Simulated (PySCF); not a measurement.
Species: CH7BSi.
SMILES: `BC[SiH3]`

The closed-shell ground state was solved at several levels (PySCF, density fitting, gas phase, non-relativistic). One conformer (not necessarily the lowest) at the PBE0-D3(BJ)/def2-SVP geometry, without solvent, vibrations or thermal averaging.

```tsv
level	basis functions	total energy (Eh)	HOMO (eV)	LUMO (eV)	gap (eV)	dipole (D)
mPW1PW91/pcSseg-2	213	-356.6715	-9.07	-1.41	7.66	0.93
wB97X-D/def2-SVPD	120	-356.4782	-10.93	0.48	11.41	0.90
```

Problem. Estimate the row for PBE0/pcSseg-1, a basis of 93 functions; the other rows only guide the guess.

Solution. Total energy -356.3974 Eh, HOMO -9.08 eV, LUMO -1.38 eV, gap 7.70 eV, dipole 0.88 D.

Problem. Over all these levels, which gives the widest orbital gap and which the narrowest?

Solution. wB97X-D/def2-SVPD (range-separated hybrid) has the widest, 11.41 eV, and mPW1PW91/pcSseg-2 (global hybrid, 25 % exact exchange) the narrowest, 7.66 eV. Functional and basis both differ between the two, so the spread mixes both effects.

Problem. How far do the dipole and the HOMO energy spread over the levels?

Solution. The dipole runs from 0.88 to 0.93 D (mean 0.90 D) and the HOMO from -10.93 to -9.07 eV.

Note: wB97X-D ran without an empirical dispersion term, which enters the total energy and its gradient alone.
